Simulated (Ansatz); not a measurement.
# CH8BN: the cost of one run

Program: Ansatz 0.2.0. Level of theory: the levels named in each step. These are calculated values, not measurements.

## (1) The system as given

Bond lengths: B1–N2 1.648 Å, N2–C3 1.458 Å, B1–H4 1.193 Å, B1–H5 1.191 Å, B1–H6 1.191 Å, N2–H7 1.015 Å, N2–H8 1.016 Å, C3–H9 1.093 Å, C3–H10 1.088 Å, C3–H11 1.087 Å. Angles (14 of 18 angles, heavy atoms first): B1–N2–C3 114.3°, B1–N2–H7 106.1°, B1–N2–H8 106.0°, C3–N2–H7 110.8°, C3–N2–H8 110.7°, N2–B1–H4 104.8°, N2–B1–H5 106.2°, N2–B1–H6 106.1°, N2–C3–H9 112.3°, N2–C3–H10 108.7°, N2–C3–H11 108.8°, H7–N2–H8 108.6°, H4–B1–H5 112.9°, H4–B1–H6 112.9°.

Coordinates:

```xyz
11

B     1.2888    0.5717   -0.0865
N     0.0679   -0.5339   -0.0440
C    -1.2594    0.0440    0.1266
H     2.2814   -0.0743   -0.2303
H     1.0605    1.2820   -1.0152
H     1.2552    1.1418    0.9590
H     0.2870   -1.1651    0.7196
H     0.1255   -1.0488   -0.9175
H    -2.0437   -0.7173    0.1477
H    -1.2771    0.6104    1.0557
H    -1.4494    0.7345   -0.6913
```

## (2) A rough first relaxation, PBE-D4/def2-SVP

This run stands in another session on the same molecule. It ended at:

```xyz
11

B     1.2969    0.5710   -0.0872
N     0.0815   -0.5247   -0.0456
C    -1.2707    0.0481    0.1281
H     2.3275   -0.0892   -0.2355
H     1.0496    1.3046   -1.0476
H     1.2506    1.1593    0.9961
H     0.2813   -1.1920    0.7143
H     0.1210   -1.0760   -0.9157
H    -2.0571   -0.7332    0.1498
H    -1.2847    0.6255    1.0707
H    -1.4591    0.7517   -0.7034
```

## (3) Relaxation, HF/STO-3G

Input file input.yaml:

```yaml
crystal:
  periodic: [false, false, false]
  atoms:
    - { symbol: B, position_ang: [1.29688494, 0.57096636, -0.08721586] }
    - { symbol: "N", position_ang: [0.08151989, -0.5246657, -0.04561293] }
    - { symbol: C, position_ang: [-1.27070124, 0.04813124, 0.12809793] }
    - { symbol: H, position_ang: [2.32753497, -0.08922969, -0.23552065] }
    - { symbol: H, position_ang: [1.04958512, 1.30462222, -1.04759687] }
    - { symbol: H, position_ang: [1.25057627, 1.15928711, 0.99605503] }
    - { symbol: H, position_ang: [0.28127227, -1.19197397, 0.71428045] }
    - { symbol: H, position_ang: [0.12098325, -1.07604689, -0.91570376] }
    - { symbol: H, position_ang: [-2.05707361, -0.73317355, 0.14980384] }
    - { symbol: H, position_ang: [-1.28471404, 0.62546089, 1.0706554] }
    - { symbol: H, position_ang: [-1.45912783, 0.75172197, -0.70339258] }
basis:
  gaussian: { orbitals: STO-3G }
hamiltonian:
  xc: hf
relax:
  f_tol: 0.002
  max_steps: 150
```

On the command line:

```console
> ansatz run input.yaml --threads 4 --pin off --max-ram 10240MiB --backend cpu --events-out ev --progress --plain --runs-dir out
```

What time and memory should one allow on 4 threads of AMD EPYC (Zen 3), shared host?

About 5.6 s, with a peak of 0.12 GiB.
